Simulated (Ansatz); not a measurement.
FH2MgN, SMILES `[NH2][Mg][F]`, charge 0, multiplicity 1.

Problem. Give a relaxed structure at PBE0-D4/def2-TZVP (Ansatz). (Estimate.)

Solution. Ansatz gave: 
Cartesian coordinates in Å:
```
N -0.783 0.281 -0.227
Mg 0.921 -0.330 0.266
F 2.515 -0.901 0.727
H -1.356 -0.083 -0.973
H -1.297 1.032 0.208
```
Point group C2v.
